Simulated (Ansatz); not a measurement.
What a trial cell of As relaxes into

These are results of Ansatz 0.2.0, DFT r2SCAN, scalar-relativistic, plane waves, PAW, not measurements. Cutoff 500 eV, Γ-centred k mesh, Gaussian smearing, no spin polarisation in the final step.

The start puts As on the beta-tungsten (A15) structure type (Pm-3n, No. 223), at a guessed volume.

```yaml
crystal:
  lattice:
    - [5.43158, 0.00000, 0.00000]
    - [0.00000, 5.43158, 0.00000]
    - [0.00000, 0.00000, 5.43158]
  atoms:
    - { symbol: As, position: [0.50000, 0.50000, 0.50000] }
    - { symbol: As, position: [0.00000, 0.00000, 0.00000] }
    - { symbol: As, position: [0.25000, 0.00000, 0.50000] }
    - { symbol: As, position: [0.50000, 0.25000, 0.00000] }
    - { symbol: As, position: [0.50000, 0.75000, 0.00000] }
    - { symbol: As, position: [0.75000, 0.00000, 0.50000] }
    - { symbol: As, position: [0.00000, 0.50000, 0.75000] }
    - { symbol: As, position: [0.00000, 0.50000, 0.25000] }
```

Cell and atoms relax at zero pressure; the relaxation can't lower the symmetry of the start.

Energies count from the standard state of As at the same level.

Problem. Which crystal results?

Solution. It keeps Pm-3n (No. 223). The result has the beta-tungsten (A15) structure. Conventional cell: a = 5.376 Å. As on Wyckoff site a (2 atoms of the primitive cell) has 12 As at 3.01 Å; around As on Wyckoff site c (6 atoms of the primitive cell) lie 2 As at 2.69 Å, 4 As at 3.01 Å and 8 As at 3.29 Å.

```xyz
8
Lattice="5.3759 0.0000 0.0000 0.0000 5.3759 0.0000 0.0000 0.0000 5.3759" Properties=species:S:1:pos:R:3 pbc="T T T"
As    2.6880    2.6880    2.6880
As    0.0000    0.0000    0.0000
As    1.3440    0.0000    2.6880
As    2.6880    1.3440    0.0000
As    2.6880    4.0319    0.0000
As    4.0319    0.0000    2.6880
As    0.0000    2.6880    4.0319
As    0.0000    2.6880    1.3440
```

Problem. What are its volume, energy, density and gap?

Solution. The volume per atom is 19.42 Å³ and the density is 6.41 g/cm³. The energy over the standard structure is 0.80 eV/atom and the gap on the 8×8×8 mesh is 0 eV (a metal).

The final run used a 8×8×8 mesh on its 8-atom cell and 0.10 eV smearing. The k mesh leaves about 4 meV/atom of noise in metals. A structure relaxed within its symmetry needn't be a true minimum.